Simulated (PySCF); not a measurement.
Gas-phase thermal properties of CH3COOH

Method: PySCF energies plus ideal-gas RRHO corrections (1 bar). The comparison is the NASA 1993 polynomial table, which mixes measured and estimated data. 6-31G* has spherical d functions here. All species are closed-shell singlets. B3LYP is the form with VWN-RPA correlation. The harmonic model lacks anharmonicity and excited electronic states, which grow with temperature; levels with a mode under 35 cm⁻¹ are left out. Internal rotation in CH3COOH is treated as a harmonic vibration of one conformer, which makes the entropy rough.

```tsv
level	point group	σ	ZPE (kJ/mol)	S°298 (J/mol/K)	Cp298 (J/mol/K)	S°1000 (J/mol/K)	H1000 − H298 (kJ/mol)
table	-	-	-	283.5	63.4	404.8	75.8
B3LYP/6-31G*	Cs	1	162.9	288.0	67.8	410.3	75.7
HF/6-31G*	Cs	1	175.4	283.1	64.2	399.9	72.5
PBE/def2-SVP	Cs	1	157.4	289.4	69.5	414.6	77.5
PBE0/def2-TZVP	Cs	1	162.8	287.8	67.9	410.5	76.0
```
σ: rotational symmetry number. Electronic degeneracy used: 1. Frequencies are unscaled.
